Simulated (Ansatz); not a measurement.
Relaxation of AlClH4N (7 atoms, charge 0, multiplicity 2), to a largest force component of 0.03 eV/Å in at most 50 steps.

Level of theory: UKS PBE/6-31G* in Ansatz 0.2.0.

```xyz
7
Properties=species:S:1:pos:R:3:forces:R:3
Al -0.043 0.047 -0.074 0.03 -0.25 0.87
Cl -0.038 -0.440 2.072 -0.02 0.18 -1.04
H 1.324 0.404 -0.802 -0.05 0.01 0.00
N -1.602 -0.020 -0.930 -0.05 0.04 -0.05
H -2.509 -0.235 -0.510 0.13 0.03 -0.07
H -1.697 0.211 -1.922 -0.04 -0.04 0.12
H 0.010 0.033 4.605 0.00 0.03 0.16
```

Question: Where does it end, and by what steps?

Answer: The run converged. The force dipped under the threshold on the way, but the program's further checks kept it going. After 8 steps the energy has fallen by 0.087 eV; H7 moved furthest, 0.82 Å.

```json
{"step": "0", "energy less start (eV)": "0.0000", "largest force component (eV/Å)": "1.041", "accepted": "yes"}
{"step": "1", "energy less start (eV)": "-0.0424", "largest force component (eV/Å)": "0.435", "accepted": "yes"}
{"step": "2", "energy less start (eV)": "-0.0635", "largest force component (eV/Å)": "0.199", "accepted": "yes"}
{"step": "3", "energy less start (eV)": "-0.0777", "largest force component (eV/Å)": "0.209", "accepted": "yes"}
{"step": "4", "energy less start (eV)": "-0.0837", "largest force component (eV/Å)": "0.182", "accepted": "yes"}
{"step": "5", "energy less start (eV)": "-0.0864", "largest force component (eV/Å)": "0.073", "accepted": "yes"}
{"step": "6", "energy less start (eV)": "-0.0872", "largest force component (eV/Å)": "0.013", "accepted": "yes"}
{"step": "7", "energy less start (eV)": "-0.0873", "largest force component (eV/Å)": "0.015", "accepted": "yes"}
{"step": "8", "energy less start (eV)": "-0.0874", "largest force component (eV/Å)": "0.007", "accepted": "yes"}
```

```xyz
7
Properties=species:S:1:pos:R:3
Al -0.041 0.028 -0.208
Cl -0.021 -0.461 1.859
H 1.302 0.404 -0.967
N -1.613 -0.001 -1.041
H -2.503 -0.237 -0.602
H -1.741 0.211 -2.030
H 0.061 0.057 5.428
```

Whether the end is a true minimum wasn't checked by a vibrational analysis.

Time of the run: 27 s on 1 thread of AMD EPYC 7R43 64-Core Processor (Zen 3), on a shared host, peak memory 0.15 GiB.
